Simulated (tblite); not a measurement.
Compound: C₂HClN₂S.
Bonds: Cl1–C2, C2–C3 (aromatic), C3–N4 (aromatic), N4–S5 (aromatic), S5–N6 (aromatic), C2–N6 (aromatic). Hydrogens: H7 on C3.

Computed with GFN2-xTB (tblite), gas phase: Langevin dynamics at 300 K from the optimised GFN2-xTB geometry, time step 0.5 fs, friction 0.01 fs⁻¹, 2000 steps. The instantaneous temperature is 2·E(kin)/(3Nk) with all 3N coordinates.

| t (fs) | T (K) | E(pot) above start (eV) | Cl1–C2 (Å) | C2–C3 (Å) | C3–N4 (Å) | N4–S5 (Å) | S5–N6 (Å) | C3–H7 (Å) |
| --- | --- | --- | --- | --- | --- | --- | --- | --- |
| 0 | 243 | 0.000 | 1.696 | 1.416 | 1.309 | 1.622 | 1.617 | 1.073 |
| 50 | 228 | 0.225 | 1.718 | 1.426 | 1.314 | 1.634 | 1.670 | 1.151 |
| 100 | 317 | 0.103 | 1.663 | 1.415 | 1.297 | 1.608 | 1.617 | 1.046 |
| 150 | 362 | 0.136 | 1.718 | 1.440 | 1.305 | 1.602 | 1.579 | 1.034 |
| 200 | 313 | 0.119 | 1.685 | 1.443 | 1.290 | 1.627 | 1.587 | 1.067 |
| 250 | 297 | 0.223 | 1.704 | 1.474 | 1.262 | 1.682 | 1.632 | 1.094 |
| 300 | 352 | 0.165 | 1.709 | 1.450 | 1.310 | 1.641 | 1.616 | 1.072 |
| 350 | 298 | 0.101 | 1.702 | 1.426 | 1.311 | 1.575 | 1.633 | 1.039 |
| 400 | 526 | 0.073 | 1.687 | 1.429 | 1.287 | 1.615 | 1.625 | 1.050 |
| 450 | 452 | 0.147 | 1.721 | 1.428 | 1.265 | 1.661 | 1.651 | 1.095 |
| 500 | 348 | 0.287 | 1.721 | 1.408 | 1.258 | 1.668 | 1.653 | 1.070 |
| 550 | 234 | 0.498 | 1.775 | 1.380 | 1.306 | 1.636 | 1.555 | 1.057 |
| 600 | 351 | 0.292 | 1.710 | 1.374 | 1.315 | 1.662 | 1.687 | 1.082 |
| 650 | 342 | 0.236 | 1.723 | 1.382 | 1.292 | 1.628 | 1.643 | 1.070 |
| 700 | 371 | 0.208 | 1.770 | 1.419 | 1.290 | 1.577 | 1.573 | 1.072 |
| 750 | 243 | 0.195 | 1.690 | 1.462 | 1.307 | 1.630 | 1.631 | 1.088 |
| 800 | 172 | 0.172 | 1.644 | 1.477 | 1.289 | 1.617 | 1.659 | 1.064 |
| 850 | 250 | 0.135 | 1.641 | 1.444 | 1.329 | 1.578 | 1.650 | 1.082 |
| 900 | 228 | 0.227 | 1.686 | 1.425 | 1.347 | 1.603 | 1.601 | 1.080 |
| 950 | 336 | 0.173 | 1.710 | 1.441 | 1.337 | 1.654 | 1.561 | 1.068 |
| 1000 | 293 | 0.162 | 1.665 | 1.449 | 1.314 | 1.672 | 1.663 | 1.063 |

Question: From 500 fs on, how do temperature and potential energy compare with equipartition?

Answer: The mean temperature of these 11 frames is 288 K against the target 300 K, and the mean potential energy 0.23 eV against 15 × kT/2 = 0.19 eV for 15 classical harmonic modes. For 7 atoms in a canonical ensemble the temperature itself scatters by T·√(2/(3N)) = 93 K; here its standard deviation is 63 K. The whole run lasts only 10 friction times of 100 fs, so these averages carry a wide statistical error.

Question: What are the kinetic and total energies of the listed frame with the highest potential energy?

Answer: The one at 550 fs, 0.498 eV above the start. Its kinetic energy is 3NkT/2 = 0.211 eV at 234 K, so the sum is 0.71 eV; over the listed frames the sum runs from 0.22 to 0.71 eV, since the thermostat adds and removes energy.

Question: How much do the listed bonds fluctuate from 500 fs on?

Answer: 
```json
{"bond": "Cl1–C2", "at the start (Å)": "1.696", "mean (Å)": "1.703", "standard deviation (Å)": "0.042"}
{"bond": "C2–C3", "at the start (Å)": "1.416", "mean (Å)": "1.424", "standard deviation (Å)": "0.033"}
{"bond": "C3–N4", "at the start (Å)": "1.309", "mean (Å)": "1.308", "standard deviation (Å)": "0.024"}
{"bond": "N4–S5", "at the start (Å)": "1.622", "mean (Å)": "1.629", "standard deviation (Å)": "0.032"}
{"bond": "S5–N6", "at the start (Å)": "1.617", "mean (Å)": "1.625", "standard deviation (Å)": "0.043"}
{"bond": "C3–H7", "at the start (Å)": "1.073", "mean (Å)": "1.072", "standard deviation (Å)": "0.009"}
```

The motion is classical and holds no zero-point motion.

The cost below is that of the whole dynamics run. Hardware: one thread, Arm Neoverse V1 (aarch64), no GPU, shared host. Cost: 8.6 s, 0.18 GiB resident at most.
